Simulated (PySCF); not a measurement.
Record of a relaxation.

Compound: C₄H₁₂P (charge +1).
SMILES with atom numbers: `[CH3:1][P+:2]([CH3:3])([CH3:4])[CH3:5]` (hydrogens: H6, H7, H8 on C1; H9, H10, H11 on C3; H12, H13, H14 on C4; H15, H16, H17 on C5)

Computed by this run: PBE0-D3(BJ)/def2-SVP geometry optimisation, gas phase in PySCF; density fitting, grid level 1; the optimiser is geomeTRIC in internal coordinates, started from a GFN2-xTB structure with every atom displaced at random (about 0.01 Å). 7 of its 9 geometries are shown. The frame can shift and turn from step to step; on so coarse a grid that alone can change the energy by a few meV, and forces under 0.02 eV/Å are noise.

Step 0: E = -13612.8643 eV, largest atomic force 1.999 eV/Å
```
atom  x, y, z in Å  |  force x, y, z in eV/Å
C1     -0.366   -1.079   -1.415   -0.851   1.777  -0.336
P2     -0.007   -0.005   -0.003    0.551   0.020  -0.281
C3     -0.056    1.731   -0.520    1.018  -0.307   1.412
C4     -1.191   -0.265    1.299   -1.157   0.369  -0.340
C5      1.641   -0.417    0.615   -0.488   0.441   0.619
H6     -1.381   -0.805   -1.803    0.554  -0.265   0.188
H7     -0.357   -2.102   -1.119    0.053  -1.222   0.319
H8      0.364   -0.888   -2.213    0.102  -0.072  -0.011
H9      0.201    2.378    0.357   -0.180  -0.369  -0.469
H10    -1.029    1.987   -0.875   -1.098   0.279  -0.439
H11     0.688    1.897   -1.292    0.319   0.093  -0.449
H12    -2.213   -0.021    0.940    0.304   0.025  -0.052
H13    -1.236   -1.300    1.607    0.225  -0.692   0.222
H14    -1.011    0.370    2.165    0.305   0.214   0.281
H15     1.667   -1.465    0.937    0.017  -0.113  -0.007
H16     2.386   -0.236   -0.147    0.423  -0.001  -0.537
H17     1.883    0.234    1.478   -0.098  -0.177  -0.119
```

Step 1: E = -13612.9390 eV, largest atomic force 0.504 eV/Å
```
atom  x, y, z in Å  |  force x, y, z in eV/Å
C1      0.077   -1.276   -1.255    0.205  -0.445   0.118
P2     -0.027   -0.010    0.019    0.067  -0.002  -0.130
C3     -0.171    1.589   -0.785   -0.313   0.197  -0.225
C4     -1.437   -0.287    1.095    0.151   0.001   0.187
C5      1.501   -0.031    0.970    0.072  -0.106  -0.182
H6     -0.752   -1.237   -1.967   -0.254   0.156  -0.018
H7      0.108   -2.296   -0.821    0.004   0.325   0.019
H8      1.009   -1.117   -1.815    0.062   0.008  -0.036
H9     -0.082    2.403   -0.057    0.109   0.052   0.183
H10    -1.161    1.704   -1.267    0.208  -0.179   0.008
H11     0.616    1.705   -1.547   -0.039  -0.032   0.060
H12    -2.360   -0.125    0.531   -0.181   0.053  -0.054
H13    -1.427   -1.324    1.464    0.035   0.026   0.038
H14    -1.393    0.406    1.955   -0.058  -0.100  -0.166
H15     1.639   -1.015    1.444   -0.001   0.049   0.011
H16     2.342    0.158    0.279   -0.082  -0.013   0.159
H17     1.474    0.752    1.740    0.014   0.009   0.029
```

Step 3: E = -13612.9680 eV, largest atomic force 0.083 eV/Å
```
atom  x, y, z in Å  |  force x, y, z in eV/Å
C1      0.071   -1.279   -1.261   -0.020   0.068  -0.044
P2     -0.007   -0.002    0.001    0.044   0.025   0.006
C3     -0.172    1.606   -0.789    0.032  -0.008   0.054
C4     -1.420   -0.293    1.075   -0.021  -0.020  -0.032
C5      1.507   -0.036    0.972   -0.021  -0.004   0.015
H6     -0.809   -1.210   -1.918    0.010  -0.028   0.015
H7      0.096   -2.271   -0.789   -0.003  -0.051   0.016
H8      0.982   -1.145   -1.863   -0.026   0.000  -0.008
H9     -0.098    2.403   -0.034   -0.023  -0.011  -0.016
H10    -1.147    1.673   -1.292   -0.024   0.007  -0.027
H11     0.627    1.738   -1.533    0.021   0.015   0.003
H12    -2.355   -0.155    0.510    0.021  -0.023   0.004
H13    -1.385   -1.319    1.468    0.009   0.005   0.014
H14    -1.401    0.415    1.916   -0.007   0.036   0.016
H15     1.628   -1.020    1.449   -0.008  -0.009   0.002
H16     2.370    0.154    0.318    0.023   0.002  -0.017
H17     1.469    0.740    1.751   -0.006  -0.004  -0.001
```

Step 4: E = -13612.9706 eV, largest atomic force 0.090 eV/Å
```
atom  x, y, z in Å  |  force x, y, z in eV/Å
C1      0.065   -1.280   -1.264   -0.035   0.083   0.003
P2     -0.001    0.001   -0.003   -0.002   0.002   0.002
C3     -0.169    1.611   -0.788    0.061  -0.049   0.029
C4     -1.414   -0.293    1.071   -0.014   0.012  -0.006
C5      1.509   -0.039    0.974    0.003  -0.005   0.014
H6     -0.828   -1.212   -1.903    0.012  -0.031   0.000
H7      0.095   -2.268   -0.785    0.007  -0.042  -0.001
H8      0.965   -1.150   -1.883   -0.008   0.003  -0.008
H9     -0.111    2.404   -0.027   -0.034   0.006  -0.012
H10    -1.137    1.669   -1.306   -0.021   0.020  -0.014
H11     0.640    1.754   -1.519    0.012   0.013   0.006
H12    -2.349   -0.173    0.502    0.014  -0.024  -0.004
H13    -1.368   -1.313    1.478    0.006   0.003   0.010
H14    -1.407    0.427    1.902   -0.003   0.019   0.004
H15     1.621   -1.024    1.450   -0.002  -0.005  -0.004
H16     2.378    0.150    0.328    0.008  -0.003  -0.014
H17     1.467    0.735    1.755   -0.005  -0.001  -0.005
```

Step 5: E = -13612.9734 eV, largest atomic force 0.079 eV/Å
```
atom  x, y, z in Å  |  force x, y, z in eV/Å
C1      0.055   -1.278   -1.268   -0.032   0.044   0.041
P2      0.005    0.003   -0.006   -0.051  -0.022   0.002
C3     -0.163    1.616   -0.785    0.060  -0.051  -0.009
C4     -1.408   -0.291    1.067    0.002   0.040   0.020
C5      1.511   -0.045    0.975    0.022  -0.011   0.005
H6     -0.854   -1.220   -1.884    0.003  -0.016  -0.013
H7      0.099   -2.266   -0.784    0.019  -0.009  -0.017
H8      0.938   -1.148   -1.911    0.010   0.007  -0.004
H9     -0.135    2.404   -0.018   -0.030   0.015   0.000
H10    -1.117    1.666   -1.329   -0.005   0.018   0.002
H11     0.664    1.776   -1.493    0.000   0.005   0.010
H12    -2.341   -0.204    0.491    0.000  -0.018  -0.011
H13    -1.344   -1.299    1.502    0.003   0.001   0.004
H14    -1.421    0.451    1.881    0.001  -0.002  -0.011
H15     1.612   -1.033    1.449    0.006   0.001  -0.006
H16     2.387    0.140    0.335   -0.009  -0.004  -0.006
H17     1.468    0.726    1.758    0.000   0.002  -0.005
```

Step 7: E = -13612.9761 eV, largest atomic force 0.040 eV/Å
```
atom  x, y, z in Å  |  force x, y, z in eV/Å
C1      0.043   -1.273   -1.271   -0.004  -0.030   0.012
P2      0.003    0.002   -0.004   -0.034  -0.017   0.014
C3     -0.149    1.618   -0.778   -0.001   0.013  -0.019
C4     -1.411   -0.280    1.071    0.011   0.015   0.009
C5      1.512   -0.063    0.971    0.006  -0.009  -0.006
H6     -0.882   -1.235   -1.865   -0.003   0.009  -0.006
H7      0.122   -2.263   -0.798    0.010   0.018  -0.008
H8      0.905   -1.120   -1.936    0.009   0.009   0.002
H9     -0.174    2.401   -0.006    0.001   0.002   0.007
H10    -1.078    1.664   -1.365    0.011  -0.004   0.004
H11     0.707    1.797   -1.444   -0.002  -0.005   0.004
H12    -2.340   -0.247    0.483   -0.008   0.001  -0.003
H13    -1.324   -1.267    1.550   -0.001   0.000   0.000
H14    -1.450    0.496    1.850    0.001  -0.007  -0.009
H15     1.606   -1.052    1.442    0.005   0.003   0.000
H16     2.386    0.114    0.326   -0.009   0.000   0.001
H17     1.480    0.708    1.755    0.007   0.002  -0.001
```

Step 8: E = -13612.9763 eV, largest atomic force under 0.02 eV/Å
```
atom  x, y, z in Å  |  force x, y, z in eV/Å
C1      0.042   -1.271   -1.271    0.001  -0.019  -0.003
P2     -0.001    0.001   -0.002   -0.007  -0.004   0.008
C3     -0.147    1.617   -0.776   -0.010   0.014  -0.005
C4     -1.415   -0.278    1.074    0.005  -0.001  -0.002
C5      1.511   -0.067    0.969   -0.002  -0.003  -0.003
H6     -0.882   -1.236   -1.867   -0.001   0.005  -0.001
H7      0.128   -2.263   -0.802    0.002   0.008   0.000
H8      0.905   -1.111   -1.934    0.001   0.004   0.001
H9     -0.176    2.400   -0.004    0.005  -0.002   0.003
H10    -1.073    1.664   -1.369    0.006  -0.004  -0.001
H11     0.714    1.795   -1.437    0.001  -0.003   0.001
H12    -2.344   -0.247    0.485   -0.003   0.003   0.000
H13    -1.328   -1.262    1.557   -0.001   0.000   0.000
H14    -1.454    0.502    1.849    0.000  -0.001  -0.002
H15     1.607   -1.057    1.440    0.001   0.001   0.001
H16     2.381    0.108    0.319   -0.002   0.000   0.001
H17     1.485    0.704    1.753    0.004   0.001   0.000
```

Problem. Summarise the path.

Solution. The energy falls by 0.1120 eV from step 0 to step 8; nine tenths of that is first reached at step 3. It falls at every step. The largest force goes from 1.999 to under 0.02 eV/Å. Among the bonds C1–H7 changes most, from 1.065 to 1.100 Å; the atoms move by 0.022 Å rms after alignment.

Problem. Follow the three bonds and two angles with the largest change from start to end.

Solution. 
```csv
step,E above end (eV),largest force (eV/Å),C1–H7 (Å),C3–H10 (Å),C1–H6 (Å),H12–C4–H13 (°),P2–C4–H14 (°)
0,0.1120,1.999,1.065,1.067,1.121,105.4,112.8
1,0.0373,0.504,1.109,1.107,1.094,108.7,109.7
2,0.0150,0.175,1.101,1.101,1.101,108.9,109.8
3,0.0083,0.083,1.098,1.099,1.101,109.1,109.8
4,0.0057,0.090,1.099,1.099,1.100,109.2,109.8
5,0.0029,0.079,1.100,1.100,1.100,109.2,109.9
6,0.0012,0.067,1.101,1.100,1.100,109.2,109.9
7,0.0002,0.040,1.101,1.100,1.100,109.1,109.9
8,0.0000,under 0.02,1.100,1.100,1.100,109.1,109.9
```

The cost below is that of the whole optimisation. On an Arm Neoverse N1 with one thread (shared host), this took 87 s and 0.60 GiB of memory at its peak.
